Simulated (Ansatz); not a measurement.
Species: C$_{2}$H$_{3}$O, charge 0, doublet. C2H3O (SMILES O1C[CH]1, doublet).
B3LYP-D3(BJ)/def2-TZVP minimum from Ansatz (a first-principles code):
```xyz
6

C     -0.0023     0.7447    -0.3759
O      0.0458     0.0944     0.8207
C      0.0483    -0.6990    -0.4192
H     -0.7822     1.4623    -0.6108
H     -0.8485    -1.2960    -0.5529
H      0.9884    -1.1956    -0.6312
```
Charge 0, spin multiplicity 2.

Total energies in hartree (Ansatz). Radicals and triplets start from unrestricted determinants; spin-orbit coupling is neglected. Cores are frozen in correlated methods. No relativity. For partners of very few electrons the exact lower level stands in for a higher one.

```tsv
species	HF/cc-pVTZ	CCSD(T)/cc-pVTZ	HF/cc-pVQZ	CCSD(T)/cc-pVQZ	CCSD(T)/cc-pVDZ	CCSDT(Q)/cc-pVDZ
1: C2H3O (SMILES [CH]1CO1, doublet)	-152.28576	-152.86892	-152.29691	-152.91485	-152.71299	-152.71507
2: C (triplet)	-37.69157	-37.78076	-37.69331	-37.78654	-37.76038	-37.76071
3: O (triplet)	-74.81176	-74.97396	-74.81729	-74.99357	-74.90995	-74.91013
4: H (doublet)	-0.49981	-0.49981	-0.49995	-0.49995	-0.49928	-0.49928
```

Task: Work out the atomisation energy (electronic, to ground-state atoms) in kcal/mol: take Hartree-Fock from cc-pVQZ, extrapolate the CCSD(T) correlation energy as X^-3 (X = 3, 4), and add CCSDT(Q) - CCSD(T) in cc-pVDZ. 1 hartree = 627.51 kcal/mol.

Result: 
Species 1: correlation (64·(-0.61794) - 27·(-0.58316))/37 = -0.64332; step -0.00208; E1 = -152.29691 + (-0.64332) + (-0.00208) = -152.94231
Species 2: correlation (64·(-0.09323) - 27·(-0.08919))/37 = -0.09618; step -0.00033; E2 = -37.69331 + (-0.09618) + (-0.00033) = -37.78982
Species 3: correlation (64·(-0.17628) - 27·(-0.16220))/37 = -0.18655; step -0.00018; E3 = -74.81729 + (-0.18655) + (-0.00018) = -75.00402
Species 4: correlation (64·(0.00000) - 27·(0.00000))/37 = 0.00000; step +0.00000; E4 = -0.49995 + (0.00000) + (+0.00000) = -0.49995
-1·E1 +2·E2 +1·E3 +3·E4 = 0.85880 hartree = 538.9 kcal/mol.
